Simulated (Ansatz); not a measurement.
`S=S` (triplet). Total charge 0; spin multiplicity 3.

```xyz
2

S     0.882   -0.167   -0.290
S    -0.882    0.167    0.290
```

(1) List the harmonic frequencies (cm⁻¹, unscaled) at PBE0-D4/def2-TZVP in Ansatz. (Estimate.)

(2) Is this a minimum?

Answers

(1) Ansatz gave: 752.

(2) Yes, all 1 modes are real.
